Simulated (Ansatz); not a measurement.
What a trial cell of Cs2Tl3W relaxes into

Level of theory: DFT PBE, scalar-relativistic, plane waves, PAW (Ansatz). Cutoff 420 eV, Γ-centred k mesh, Gaussian smearing, no spin polarisation in the final step.

The start puts Cs2Tl3W on the sites of a reported ScCo3B2 cell (P6/mmm, No. 191), with W in place of Sc, Cs in place of B, Tl in place of Co, at a guessed volume.

```
CELL_PARAMETERS angstrom
7.12534 0.00000 0.00000
-3.56267 6.17073 0.00000
0.00000 0.00000 4.33875
ATOMIC_POSITIONS crystal
Cs 0.33333 0.66667 0.00000
Cs 0.66667 0.33333 0.00000
Tl 0.50000 0.00000 0.50000
Tl 0.50000 0.50000 0.50000
Tl 0.00000 0.50000 0.50000
W 0.00000 0.00000 0.00000
```

Cell and atoms relax at zero pressure; the relaxation can't lower the symmetry of the start. After a coarse first stage the cell is made exact in the group found at 0.06 Å.

Formation energies are uncorrected and refer to the elements' standard structures at the same level.

Problem. Which crystal results?

Solution. It keeps P6/mmm (No. 191), but not the shape of the type it started on. Conventional cell: a = 6.498 Å, c = 6.924 Å. Cs has 3 Cs at 3.75 Å, 3 W at 3.75 Å and 6 Tl at 3.94 Å; Tl has 4 Tl at 3.25 Å; around W lie 6 Cs at 3.75 Å.

```cif
data_structure
_symmetry_space_group_name_H-M 'P6/mmm'
_symmetry_Int_Tables_number 191
_cell_length_a 6.4984
_cell_length_b 6.4984
_cell_length_c 6.9245
_cell_angle_alpha 90.000
_cell_angle_beta 90.000
_cell_angle_gamma 120.000
_cell_volume 253.24
loop_
_atom_site_label
_atom_site_type_symbol
_atom_site_symmetry_multiplicity
_atom_site_Wyckoff_symbol
_atom_site_fract_x
_atom_site_fract_y
_atom_site_fract_z
_atom_site_occupancy
Cs1 Cs 2 c 0.33333 0.66667 0.00000 1
Tl1 Tl 3 g 0.50000 0.00000 0.50000 1
W1 W 1 a 0.00000 0.00000 0.00000 1
```

Problem. What are its volume, energy, density and gap?

Solution. The volume per atom is 42.21 Å³ and the density is 6.97 g/cm³. The energy over the elements is 1.48 eV/atom and the gap on the 6×6×6 mesh is 0 eV (a metal).

The final run used a 6×6×6 mesh on its 6-atom cell and 0.10 eV smearing. For metals, differences of a few meV/atom aren't resolved. Spin–orbit coupling is left out. Symmetry constrained the relaxation, so the result can be a saddle point.

Cost: 3 runs of about 4.2 core-minutes in all, on Arm Neoverse V1 (shared hosts).